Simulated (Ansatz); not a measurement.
Results of HSE06 in Ansatz (plane waves, PAW) for zinc-blende BeTe.

A relaxed, unreconstructed slab of the (110) face has 16 atoms, two equal faces of 22.413 Å² each and an energy of -56624.2510 eV. A bulk cell of 4 atoms with the same orientation and in-plane k mesh has -14156.3675 eV. Energies are extrapolated to zero smearing.

Numerical settings: plane-wave cutoff 500 eV, 4×6×1 k mesh (along the axes of the cell as run), gaussian smearing 0.02 eV, scalar-relativistic PAW data made under PBE.

Worked out: γ = (E_slab − N E_bulk per atom)/2A = [-56624.2510 − 16 × (-14156.3675/4)]/(2 × 22.413) = 0.0272 eV/Å². With 16.022 J/m² per eV/Å² this is 0.44 J/m², or 0.61 eV per surface cell and face.

Note: the run warned that its SCF threshold was loose for the stress; the run warned that its exchange threshold was loose for the stress.

Ansatz is a quantum-chemistry and plane-wave program.
